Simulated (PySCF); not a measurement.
# H2S3: OLYP-D3(0)/6-311+G(d,p) (Coulomb fitting set, Cartesian functions, max memory mb 1860)

Aim: a geometry optimisation of H2S3. Input form: a Python script.

The results are computed with PySCF 2.14.0.

### Step 1. The system as given

H2S3: 5 atoms, total charge 0, spin state singlet. All atoms were displaced at random from a relaxed shape. The run starts from this shape.

Bond lengths: S1–S2 2.043 Å, S2–S3 2.032 Å, S1–H4 1.349 Å, S3–H5 1.324 Å. Angles: S1–S2–S3 105.9°, S2–S1–H4 96.4°, S2–S3–H5 103.4°.

### Step 2. A structure relaxation at OLYP-D3(0)/6-311+G(d,p) (Coulomb fitting set, Cartesian functions, max memory mb 1860)

The input, input.py:

```python
# H2S3
from pyscf import gto, dft
from pyscf.geomopt.geometric_solver import kernel as optimise

system = gto.M(
    atom='''
S      0.624711     0.119769     1.540026
S      0.201173     0.976474    -0.265271
S     -0.704477    -0.468265    -1.370051
H      1.878516    -0.270473     1.230811
H     -1.990799    -0.290484    -1.111931
''',
    max_memory=1860,
    spin=0,
    basis='6-311+g**',
    cart=True,
    charge=0,
    verbose=3,
)

ks = dft.RKS(system)
ks.xc = 'olyp'
ks = ks.density_fit(auxbasis='def2-universal-jfit')
ks.level_shift = 1.0
ks.disp = 'd3zero'
converged, mol_eq = optimise(ks, maxsteps=50, convergence_set='TURBOMOLE')
print('converged:', converged)
print(mol_eq.tostring())

ks.reset(mol_eq)
system = mol_eq
ks.kernel()
e_tot = ks.e_tot
print('E = %.10f Eh' % e_tot)
dip = ks.dip_moment()
pop, q = ks.mulliken_pop()
```

The run is started by

```sh
$ OMP_NUM_THREADS=1 python input.py
```

What values should one expect? Wanted: total energy at the end; dipole moment; HOMO energy; LUMO energy; HOMO–LUMO gap; dispersion energy.

**Answer.** As computed:

Level: OLYP-D3(0)/6-311+G** (Coulomb fitting set, Cartesian functions, max memory mb 1860).

```
               quantity           value
total energy at the end  -1195.85410 Eh
          dipole moment          0.69 D
            HOMO energy        -6.32 eV
            LUMO energy        -2.69 eV
          HOMO–LUMO gap         3.64 eV
      dispersion energy   -15.61 kJ/mol
```

**Reading.** At the final geometry: Bond lengths: S1–S2 2.100 Å, S2–S3 2.099 Å, S1–H4 1.358 Å, S3–H5 1.358 Å. Angles: S1–S2–S3 109.7°, S2–S1–H4 98.2°, S2–S3–H5 98.3°. The optimisation took 5 steps and changed the energy by -0.127 eV.
